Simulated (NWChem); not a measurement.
hydrazine (N$_{2}$H$_{4}$); SMILES NN

Results from NWChem. Each level has its own optimisation; frequencies are unscaled.

```json
[
 {"level": "Hartree-Fock/3-21G", "r N–N (Å)": "1.450", "highest harmonic frequency (cm⁻¹)": "3766", "lowest (cm⁻¹)": "489", "zero-point energy (kcal/mol)": "35.3"},
 {"level": "B3LYP/3-21G", "r N–N (Å)": "1.464", "highest harmonic frequency (cm⁻¹)": "3473", "lowest (cm⁻¹)": "464", "zero-point energy (kcal/mol)": "32.4"},
 {"level": "LDA (Slater exchange, VWN5)/def2-SVP", "r N–N (Å)": "1.385", "highest harmonic frequency (cm⁻¹)": "3473", "lowest (cm⁻¹)": "532", "zero-point energy (kcal/mol)": "32.2"},
 {"level": "CAM-B3LYP/def2-SVP", "r N–N (Å)": "…", "highest harmonic frequency (cm⁻¹)": "…", "lowest (cm⁻¹)": "…", "zero-point energy (kcal/mol)": "…"},
 {"level": "PBE-D3(BJ)/def2-SVP", "r N–N (Å)": "1.422", "highest harmonic frequency (cm⁻¹)": "3451", "lowest (cm⁻¹)": "453", "zero-point energy (kcal/mol)": "32.3"}
]
```

Task: Some entries are withheld; supply them.

Result: 
- CAM-B3LYP/def2-SVP, r N–N (Å): 1.408
- CAM-B3LYP/def2-SVP, highest harmonic frequency (cm⁻¹): 3592
- CAM-B3LYP/def2-SVP, lowest (cm⁻¹): 500
- CAM-B3LYP/def2-SVP, zero-point energy (kcal/mol): 33.6
